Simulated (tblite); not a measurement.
Species: C5H10N (doublet state).
Z-matrix (Å and degrees, GFN2-xTB geometry), rows numbered from 1:
```
C 
C   1  1.5228
C   2  1.5337  1  113.89
C   3  1.5322  2  103.68  1  -153.47
C   4  1.4908  3  102.10  2    30.16
N   5  1.3902  4  109.90  3   -16.54
H   1  1.0877  2  110.45  3   178.03
H   1  1.0869  2  110.17  3   -61.99
H   1  1.0868  2  109.97  3    58.15
H   2  1.1047  1  108.95  3   122.53
H   3  1.0902  2  109.10  1   -36.66
H   3  1.0879  2  112.23  1    84.12
H   4  1.1021  3  110.55  2   -88.79
H   4  1.0923  3  112.40  2   151.60
H   5  1.0742  4  124.17  3  -169.03
H   6  1.0106  2  117.32  1   -73.93
```

Level: GFN2-xTB in tblite, geometry and Hessian alike; calculated harmonic values, unscaled, isolated species. This tight-binding method is rough: wavenumbers can miss measured ones by several per cent, in bad cases by 10 to 20. One conformer, not necessarily the lowest. Open shells enter through the occupations alone, without spin polarisation, and single modes of such species can be off by tens of per cent.

Harmonic wavenumbers (cm⁻¹): 133.5, 193.9, 212.0, 310.5, 397.7, 453.7, 522.8, 625.4, 741.4, 847.7, 889.5, 952.9, 967.4, 999.9, 1046.9, 1078.4, 1104.5, 1123.0, 1142.8, 1177.1, 1190.4, 1273.7, 1275.5, 1291.6, 1314.4, 1340.2, 1390.6, 1404.0, 1474.1, 1487.4, 1489.5, 1496.8, 2795.1, 2808.5, 2954.7, 2996.8, 3017.4, 3032.9, 3043.3, 3046.5, 3112.8, 3386.6.

A = 6779, B = 3223, C = 2393 MHz; mass 84.081 u (most abundant isotopes); point group C1, symmetry number 1; spin multiplicity 2.

Task: What is the zero-point energy?

Result: ½Σν̃ = 30772 cm⁻¹ = 368.11 kJ/mol.

Task: Entropy at 200 K, 1 bar (ideal gas, RRHO, classical rotation)?

Result: Translation 155.83, rotation 104.73, vibration 29.58, spin (R ln 2) 5.76: S = 295.9 J/(mol K).

Task: And Cp and H(200 K) − H(0)?

Result: Cp = 78.55 J/(mol K), of which vibrations give 45.30 (their classical limit is 42 R = 349.2); H(200 K) − H(0) = 10.45 kJ/mol without the zero-point energy, 3.80 from vibrations.

Task: Which modes carry the vibrational entropy at 200 K?

Result: 133.5 cm⁻¹: 8.96; 193.9 cm⁻¹: 6.19; 212.0 cm⁻¹: 5.57; 310.5 cm⁻¹: 3.17; 397.7 cm⁻¹: 1.93; 453.7 cm⁻¹: 1.40 J/(mol K); the other 36 give 2.35 together.

Task: How do the functions run with temperature in this model?

Result: 
| T (K) | S (J/(mol K)) | Cp (J/(mol K)) | H − H(0) (kJ/mol) | G − H(0) (kJ/mol) | ln q(vib) |
| --- | --- | --- | --- | --- | --- |
| 100 | 251.9 | 51.7 | 3.95 | -21.24 | 0.29 |
| 300 | 333.7 | 111.0 | 19.87 | -80.23 | 2.51 |
| 500 | 406.6 | 178.1 | 49.01 | -154.30 | 5.42 |
| 800 | 506.5 | 246.1 | 113.54 | -291.63 | 10.27 |
| 1000 | 564.8 | 275.9 | 165.90 | -398.86 | 13.50 |

q(vib) and H(0) count from the zero-point level.

Task: What must be added to the electronic energy to get the Gibbs energy at 200 K and 1 bar?

Result: ZPE + [H(200 K) − H(0)] − T·S = 368.11 + 10.45 − 59.18 = 319.38 kJ/mol.

Hindered rotation and anharmonicity are outside this model. Other conformers, if any are populated, would add a mixing term that is left out. The structure is chiral; the term R ln 2 for an equal mix with its mirror image is left out.

On one thread, Intel Xeon at 2.50 GHz (x86_64), no GPU, shared host with 64 logical CPUs at a one-minute load of 62, this took 0.99 s wall. The figure is for the frequency step alone.
